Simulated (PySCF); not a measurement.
Compound: C5H8.
Cartesian coordinates in Å at the PBE0-D3(BJ)/def2-SVP level; atoms count from 1:
```
atom  x, y, z in Å
C1     2.2105   -1.1387   -0.4458
C2     1.2090   -0.5964   -0.0329
C3    -0.0107    0.0593    0.4414
C4    -1.2458   -0.7920    0.1369
C5    -0.1374    1.4704   -0.1381
H6     3.0994   -1.6197   -0.8087
H7     0.0787    0.1490    1.5397
H8    -1.1577   -1.7951    0.5779
H9    -1.3767   -0.9091   -0.9498
H10   -2.1499   -0.3126    0.5423
H11   -0.2316    1.4317   -1.2342
H12    0.7428    2.0825    0.1050
H13   -1.0306    1.9707    0.2662
```

Method: core-valence-separated Tamm–Dancoff BHandHLYP/aug-pcX-1 (pcseg-1 on H) in PySCF, non-relativistic, gas phase, PBE0-D3(BJ)/def2-SVP geometry. The energies are unshifted.

(1) What does the C 1s absorption edge look like?

Results:

(1) 
```
E (eV)       f  core hole on                 main final orbital            polarisation
283.68  0.2319       C1 + C2         spread (3 roots, f summed)                       –
283.71  0.0001       C1 + C2                      LUMO+4 (40 %)                       –
285.49  0.0197         C4/C5           LUMO (2 roots, f summed)                       –
285.64  0.0090            C1                      LUMO+1 (70 %)   along the triple bond
286.21  0.0527         C4/C5         spread (2 roots, f summed)                       –
286.27  0.0087            C3                        LUMO (54 %)                       –
286.29  0.0689         C4/C5         spread (2 roots, f summed)                       –
286.32  0.0030            C2                        LUMO (46 %)                   mixed
286.44  0.0044            C1                      LUMO+5 (39 %)   along the triple bond
286.61  0.0134         C4/C5         spread (2 roots, f summed)                       –
286.92  0.0099            C1  LUMO+2/LUMO+3 (2 roots, f summed)  across the triple bond
287.04  0.0328         C4/C5         spread (2 roots, f summed)                       –
287.11  0.0007            C2                      LUMO+1 (69 %)                       –
```

The first line with a tenth or more of the strongest one's intensity is at 283.68 eV (f = 0.232, sum of 3), with the hole on C1 + C2 (terminal alkyne carbon and alkyne carbon). It is also the strongest listed.

Roots within 0.03 eV whose holes lie on the same, on equivalent or on shared atoms are summed into one line, and the highest roots are left out, as the search may have cut off their partners. Final orbitals are the ground state's empty Kohn–Sham orbitals. A dash: too weak, shared between unlike atoms, or no plane or axis to refer to.

What is the summed oscillator strength of the listed C K lines, and their intensity-weighted mean energy?

Σf = 0.455 over 13 lines from 283.68 to 287.11 eV; the weighted mean is 284.99 eV. The strongest line holds 51 % of the sum.

Only the lowest roots of each edge were sought.
